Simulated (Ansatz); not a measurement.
`C=CCCCl` + `N=O` → `C=CN=O` + `CCCl`  (substitution at a C–C bond)

Program: Ansatz. Geometries: PBE0-D4/def2-TZVP. ΔE: electronic, gas phase. CBS: MP2 limit from def2 TZ/QZ plus the TZ coupled-cluster correction, frozen cores. This one scheme is used for every species. One conformer a species, not always the lowest.

`C=CCCCl`:

Cartesian coordinates in Å:
```
C 0.219 -1.917 -0.588
C 0.603 -0.668 -0.365
C 0.037 0.211 0.699
C -0.606 1.478 0.166
Cl 0.585 2.558 -0.615
H 0.662 -2.514 -1.377
H -0.551 -2.391 0.014
H 1.376 -0.226 -0.988
H 0.822 0.495 1.409
H -0.727 -0.335 1.262
H -1.361 1.254 -0.587
H -1.060 2.055 0.970
```

`N=O`:

```xyz
3

N    -0.156   -0.372    0.171
O     0.766   -0.193   -0.559
H    -0.610    0.565    0.388
```

`C=CN=O`:

Cartesian coordinates in Å:
```
C 0.961 0.358 0.314
C -0.096 -0.340 -0.087
N -1.308 0.377 -0.270
O -2.229 -0.308 -0.633
H 1.926 -0.104 0.480
H 0.860 1.425 0.482
H -0.114 -1.409 -0.286
```

`CCCl`:

Z-matrix (Å, degrees):
```
C
C 1 1.507
H 1 1.091 2 111.0
H 1 1.094 2 109.6 3 119.7
H 1 1.091 2 111.0 3 -120.6
Cl 2 1.788 1 111.4 3 60.3
H 2 1.089 1 111.9 3 179.1
H 2 1.089 1 111.9 3 -58.5
```

```
  species  CCSD(T)/CBS(def2) energy (Eh)
`C=CCCCl`                     -616.18320
    `N=O`                     -130.36585
 `C=CN=O`                     -207.66330
   `CCCl`                     -538.89655
```

Q: Work out ΔE.

A: ΔE = (-207.66330) + (-538.89655) − (-616.18320) − (-130.36585) = -0.01080 Eh = -6.8 kcal/mol.

Q: What do rigid-rotor, harmonic-oscillator terms from PBE0-D4/def2-TZVP frequencies (298.15 K, 1 bar) make of the CCSD(T)/CBS value? (Best estimate.)

A: Ansatz gave: ΔZPE = +0.9 kcal/mol, ΔH = -6.3 kcal/mol, ΔS = 2 J/(mol·K), ΔG = -6.4 kcal/mol.

Largest T1 diagnostic among the species: 0.015.

In def2-TZVPP, CCSD(T) changes the Hartree–Fock value by +1.6 kcal/mol (the triples alone add −0.7 kcal/mol) and MP2 by +1.3 kcal/mol. From PBE to PBE0 (25 % exact exchange), in def2-TZVPP and without D4, ΔE moves by +1.8 kcal/mol. The D4 term adds +1.6 kcal/mol with B3LYP and +0.9 kcal/mol with PBE0; it sums over pairs of atoms, weighted by their polarisabilities, and B3LYP, whose exchange is more repulsive, gets the larger term.

B3LYP here is the variant with VWN-RPA as its local correlation; programs differ in this.
